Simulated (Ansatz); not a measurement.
# Chalcopyrite CuGaSe2

Method: r²SCAN+rVV10 (PAW; Ansatz, an electronic-structure program).

Settings: plane-wave cutoff 500 eV, 10×10×10 k mesh, Fermi–Dirac smearing 0.05 eV, no spin polarisation, scalar-relativistic PAW data made under PBE.

Cell: relaxed at this level.

```
Quantity                                              Value
------------------------------  ---------------------------
volume per atom                               21.52 Å³/atom
equilibrium lattice constant a                      5.583 Å
c axis length                                      11.048 Å
band gap                        0.60 eV (on the SCF k mesh)
```

Measured, for comparison: band gap 1.67 eV (temperature not stated, no zero-point or thermal correction, direct or pseudo-direct at Γ; as tabulated in Ghosh et al. (2024), arXiv:2401.16805); lattice constant a 5.619 Å (293 K, no zero-point or thermal correction, our sources range from 5.596 to 5.619; as tabulated in Souilah et al., J. Solid State Chem. 183, 2274 (2010), by the Crystallography …); lattice parameter c 11.026 Å (293 K, no zero-point or thermal correction; as tabulated in Souilah et al., J. Solid State Chem. 183, 2274 (2010), by the Crystallography …). Computed (rounded) less measured: lattice constant a -0.6 % (-0.2 % to -0.6 % over the range), lattice parameter c +0.2 %. A static lattice is as a rule a little smaller and stiffer than an uncorrected measurement, which narrows the difference in the lattice constant a and would widen misses of the other sign.

Spin–orbit coupling is not included.

The computed numbers hold no vibrational or temperature effects.

Cost on a shared machine: around 9 core-minutes (rough).
